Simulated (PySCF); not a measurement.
Species: C3H2NS (charge -1).
Structure used (PBE0-D3(BJ)/def2-SVP), in Å, numbered top down from 1:
```
atom  x, y, z in Å
C1    -0.882   -0.484    0.371
C2     0.051    0.453    0.023
S3     0.028    2.158    0.256
C4     1.238   -0.056   -0.636
N5     2.196   -0.451   -1.167
H6    -1.800   -0.165    0.872
H7    -0.732   -1.547    0.158
```

All values: PBE0/pcSseg-1 (PySCF, non-relativistic), on one gas-phase PBE0-D3(BJ)/def2-SVP geometry that isn't relaxed in the solvent. The solvent is an IEF-PCM continuum (cavity from Bondi-type radii × 1.2). The model holds no explicit solvent molecules, cavitation or dispersion.

Gas phase at PBE0/pcSseg-1: HOMO -0.75 eV, LUMO 3.68 eV.

**Question.** What does the continuum do to the energy and the frontier levels at PBE0/pcSseg-1 in acetonitrile and dimethylsulfoxide?

**Answer.** 
```
          solvent      ε  E(solvent) − E(gas) (kJ/mol)  polarisation term (kJ/mol)  distortion of the solute (kJ/mol)  HOMO (eV)  LUMO (eV)
     acetonitrile  35.69                       -234.57                     -243.93                               9.36      -5.32      -0.67
dimethylsulfoxide  46.83                       -236.32                     -245.92                               9.60      -5.36      -0.70
```

The first energy column is the sum of the next two and covers electrostatics alone. From acetonitrile to dimethylsulfoxide the lowering changes by a factor 1.01, Born's factor 1 − 1/ε by 1.01 and ε itself by 1.3.

**Question.** Which radius a makes Born's formula ΔE = −(q²/2a)(1 − 1/ε) give the value in dimethylsulfoxide?

**Answer.** a = q²(1 − 1/ε)/(2|ΔE|) = 2.88 Å, with q = -1 e and |ΔE| = 0.0900 Eh; the farthest nucleus lies 2.50 Å from the centroid of the nuclei. The formula assumes a point charge at the centre of a sphere.

**Question.** Which Hirshfeld charges (PBE0/pcSseg-1) respond most in acetonitrile (means over atoms taken as equivalent)?

**Answer.** 
| atoms | environment | gas (e) | solvent (e) | change |
| --- | --- | --- | --- | --- |
| S3 | sulfur bonded to C | -0.509 | -0.585 | -0.076 |
| C1 | carbon bonded to C and 2 H | -0.192 | -0.151 | +0.041 |
| H7 | hydrogen on carbon | +0.008 | +0.040 | +0.032 |
| H6 | hydrogen on carbon | +0.008 | +0.032 | +0.024 |
| C2 | fully substituted alkene carbon | -0.049 | -0.060 | -0.011 |
| N5 | nitrile nitrogen | -0.315 | -0.323 | -0.008 |
| C4 | nitrile carbon | +0.048 | +0.048 | 0.000 |

**Question.** Which Mayer bond orders change most in acetonitrile?

**Answer.** 
```
 bond  length (Å)    gas  solvent  change
C2–S3       1.721  1.298    1.190  -0.108
C1–C2       1.367  1.669    1.711  +0.042
C4–N5       1.164  3.025    3.021  -0.004
C1–H6       1.093  0.954    0.953  -0.001
C1–H7       1.094  0.947    0.946  -0.001
C2–C4       1.450  0.986    0.986   0.000
```
